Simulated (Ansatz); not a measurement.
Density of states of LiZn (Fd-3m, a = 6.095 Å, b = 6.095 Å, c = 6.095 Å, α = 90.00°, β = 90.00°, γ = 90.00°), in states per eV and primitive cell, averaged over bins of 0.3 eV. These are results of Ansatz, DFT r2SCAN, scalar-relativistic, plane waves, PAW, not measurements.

Plane waves to 500 eV, a k mesh through Γ of 12×12×12 on the computed 4-atom cell and Gaussian smearing (0.10 eV); no spin polarisation.

The cell is relaxed at this level. The states (both spins) are summed by tetrahedra on a 18×18×18 mesh at the self-consistent density. Energies are bin centres; the table starts no lower than −8 eV and ends at 6 eV, or lower where the solved bands end.

It is a metal at this level.

```tsv
E − E_F (eV)	total	Zn 3d	Zn 4s	Li 2s	Li 1s
-7.90	0.39	0.04	0.17	0.16	0.01
-7.60	25.17	24.05	0.71	0.35	0.02
-7.30	19.32	18.43	0.67	0.19	0.01
-7.00	19.97	19.76	0.07	0.10	0.00
-6.70	3.18	2.89	0.13	0.15	0.01
-6.40	0.72	0.28	0.24	0.19	0.01
-6.10	0.77	0.21	0.35	0.20	0.01
-5.80	0.98	0.22	0.55	0.19	0.00
-5.50	0.97	0.17	0.64	0.15	0.00
-5.20	0.75	0.10	0.54	0.09	0.00
-4.90	0.58	0.06	0.44	0.06	0.00
-4.60	0.41	0.03	0.32	0.04	0.00
-4.30	0.08	0.01	0.06	0.01	0.00
-4.00	0.35	0.02	0.23	0.09	0.00
-3.70	1.33	0.04	0.76	0.44	0.00
-3.40	1.03	0.03	0.62	0.30	0.00
-3.10	0.70	0.02	0.43	0.18	0.00
-2.80	0.55	0.02	0.34	0.13	0.00
-2.50	0.46	0.01	0.28	0.10	0.00
-2.20	0.38	0.01	0.23	0.07	0.00
-1.90	0.85	0.02	0.22	0.46	0.00
-1.60	1.23	0.02	0.27	0.64	0.00
-1.30	1.19	0.02	0.26	0.50	0.00
-1.00	1.45	0.02	0.25	0.45	0.00
-0.70	1.43	0.02	0.22	0.38	0.00
-0.40	1.32	0.01	0.20	0.30	0.00
-0.10	1.22	0.01	0.17	0.24	0.00
0.20	1.11	0.01	0.14	0.18	0.00
0.50	1.01	0.01	0.12	0.14	0.00
0.80	0.91	0.01	0.10	0.10	0.00
1.10	0.81	0.00	0.08	0.07	0.00
1.40	0.70	0.00	0.07	0.05	0.00
1.70	0.59	0.00	0.05	0.03	0.00
2.00	0.43	0.00	0.04	0.02	0.00
2.30	0.32	0.00	0.04	0.01	0.00
2.60	0.24	0.00	0.03	0.01	0.00
2.90	0.18	0.00	0.02	0.00	0.00
3.20	0.55	0.01	0.11	0.27	0.00
3.50	1.48	0.02	0.30	0.70	0.01
3.80	2.33	0.02	0.37	0.69	0.02
4.10	2.04	0.01	0.28	0.43	0.01
4.40	1.77	0.01	0.24	0.27	0.01
4.70	1.45	0.01	0.20	0.20	0.01
5.00	1.50	0.01	0.18	0.17	0.00
5.30	1.31	0.00	0.11	0.14	0.00
5.60	1.31	0.00	0.08	0.12	0.00
```

The columns after the total are the Löwdin projections on the occupied valence shells of the potentials. The rest of the total lies in shells that are empty in the free atom, which aren't projected, and between the atoms.